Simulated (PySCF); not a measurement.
# The bond of SiN−, level by level

An exercise on one series of results from a longer session: the logs are not shown, and one member is left open.

Method: Si def2-TZVPPD, N def2-TZVPPD, no relativity; program: PySCF 2.14.0.

2 further runs of the same task are left out: 2 set aside as unsound or not needed.

Set-up of the first run:

A driver script around PySCF takes these settings:

```
atoms                         : Si, N
charge                        : -1
basis                         : Si def2-TZVPPD, N def2-TZVPPD
Hamiltonian                   : no relativity
basis functions               : 85
electrons treated             : 22
masses in u                   : 27.9769, 14.0031
levels                        : PBE0, PBE, r²SCAN, PBEsol, BHandHLYP, BP86, B2PLYP, BLYP, CAM-B3LYP, HF, MP2, SCS-MP2, CCSD, CCSD(T)
grid                          : 80 radial by 434 angular points
occupations                   : held fixed by the projection of orbital angular momentum
dissociation limit            : Si− + N, each in its ground configuration
starting distance in angstrom : 1.870
values of 2S to try           : 0, 2, 4
```

Started as:

```bash
$ OMP_NUM_THREADS=2 python dia.py task.json out
```

Steps of the session up to this table: The job; PBE0 along the bond; PBE; r²SCAN; PBEsol (GGA); BHandHLYP (global hybrid GGA); BP86 (GGA); B2PLYP; BLYP; CAM-B3LYP (range-separated hybrid); RHF (mean field); MP2 and coupled cluster.

One table of the session follows, with a row left open; its other results are not shown here.

```
      level  Re (Å)  ωe (cm⁻¹)  De (eV)
        RHF   1.549       1339     1.92
    RHF-MP2       ?          ?        ?
RHF-SCS-MP2   1.619       1049     6.60
   RHF-CCSD   1.588       1185     5.48
RHF-CCSD(T)   1.603       1127     5.98
        PBE   1.599       1139     6.73
     PBEsol   1.594       1151     6.95
       BLYP   1.600       1130     6.92
       BP86   1.599       1137     6.83
     r²SCAN   1.586       1184     6.00
       PBE0   1.578       1212     5.96
  BHandHLYP   1.561       1270     5.56
  CAM-B3LYP   1.567       1245     6.30
     B2PLYP   1.600       1112     6.56
```

**Question.** Estimate the row for RHF-MP2.

**Answer.** Re (Å): 1.626; ωe (cm⁻¹): 1017; De (eV): 6.58. In the column «Re (Å)» it is the highest.

De is counted to Si− + N in their ground configurations.
